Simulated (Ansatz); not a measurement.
Program: Ansatz. Geometries: PBE0-D4/def2-TZVP. ΔE: electronic, gas phase. CCSD(T)/CBS adds triple-zeta CCSD(T) − MP2 to the extrapolated MP2 energy (def2 sets, frozen cores). This one scheme is used for every species. Functionals use def2-TZVPP. B3LYP here is the variant with VWN-RPA as its local correlation; programs differ in this. HSE06 is defined as in plane-wave codes. Each species was taken in one conformer, which may not be the lowest.

Consider the substitution at a C–O bond: `C=NCO` + H₂S → `C=NCS` + H₂O.

| level | ΔE (kJ/mol) | difference from CCSD(T)/CBS |
| --- | --- | --- |
| B97M-V | -15.8 | 9.7 |
| B3LYP-D4 | -18.4 | 7.1 |
| r2SCAN0-D4 | -18.7 | 6.8 |
| BHLYP-D4 | -15.6 | 9.9 |
| ωB97M-V | -17.7 | 7.8 |
| B2PLYP | -17.8 | 7.7 |
| r2SCAN0 | -17.8 | 7.7 |
| HSE06 | -18.2 | 7.3 |
| LC-ωPBE | -15.5 | 10.0 |
| MP2/def2-SVP | -8.6 | 16.9 |
| CCSD/def2-SVP | 0.3 | 25.8 |
| CCSD(T)/def2-SVP | -1.2 | 24.3 |
| CCSD/def2-TZVPP | -16.5 | 9.0 |
| CCSD(T)/def2-TZVPP | -19.1 | 6.4 |
| MP2/def2-QZVPP | -31.8 | -6.3 |
| SCS-MP2/def2-QZVPP | -25.9 | -0.4 |
| CCSD(T)/CBS | -25.5 | 0 |

Largest T1 diagnostic among the species: 0.012.

At CCSD(T), def2-SVP lies +24.3 kJ/mol from the extrapolated value and def2-TZVPP +6.4 kJ/mol. In def2-TZVPP, CCSD(T) changes the Hartree–Fock value by −14.7 kJ/mol (the triples alone add −2.6 kJ/mol) and MP2 by −23.6 kJ/mol.
